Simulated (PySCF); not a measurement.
Compound: N-ethylethylenediamine, C₄H₁₂N₂.
Z-matrix (Å and degrees, PBE0-D3(BJ)/def2-SVP geometry), rows numbered from 1:
```
C 
C   1  1.5158
N   2  1.4468  1  111.27
C   3  1.4492  2  115.29  1   179.40
C   4  1.5301  3  111.35  2    81.47
N   5  1.4475  4  114.44  3    55.49
H   1  1.1027  2  111.13  3   -62.16
H   1  1.1003  2  110.61  3    57.52
H   1  1.1000  2  111.16  3   178.19
H   2  1.1031  1  109.18  3  -119.79
H   2  1.1139  1  109.73  3   124.87
H   3  1.0161  2  109.58  1    54.01
H   4  1.1035  3  107.88  2  -159.88
H   4  1.1135  3  112.66  2   -42.41
H   5  1.1047  4  109.16  3   -66.45
H   5  1.1027  4  109.18  3   178.79
H   6  1.0196  5  109.31  4    67.34
H   6  1.0215  5  106.94  4   -45.82
```

The closed-shell ground state was solved at several levels (PySCF, density fitting, gas phase, non-relativistic).

```json
{"level": "CAM-B3LYP/pcSseg-1", "basis functions": "162", "HOMO (eV)": "-7.84", "LUMO (eV)": "2.17", "gap (eV)": "10.01", "dipole (D)": "2.41"}
{"level": "PBE0/pcSseg-1", "basis functions": "162", "HOMO (eV)": "-6.42", "LUMO (eV)": "1.33", "gap (eV)": "7.75", "dipole (D)": "2.37"}
{"level": "B3LYP/def2-SVPD", "basis functions": "216", "HOMO (eV)": "-6.32", "LUMO (eV)": "0.34", "gap (eV)": "6.66", "dipole (D)": "2.31"}
```

(1) What might B3LYP/pcJ-1 (282 basis functions) give for the same quantities?

(2) Over all these levels, which gives the widest orbital gap and which the narrowest?

(3) How far do the dipole and the HOMO energy spread over the levels?

Answers

(1) HOMO -6.18 eV, LUMO 1.03 eV, gap 7.21 eV, dipole 2.37 D.

(2) CAM-B3LYP/pcSseg-1 (range-separated hybrid) has the widest, 10.01 eV, and B3LYP/def2-SVPD (global hybrid, 20 % exact exchange) the narrowest, 6.66 eV. Functional and basis both differ between the two, so the spread mixes both effects.

(3) The dipole runs from 2.31 to 2.41 D (mean 2.36 D) and the HOMO from -7.84 to -6.18 eV.

One conformer stands for the species.
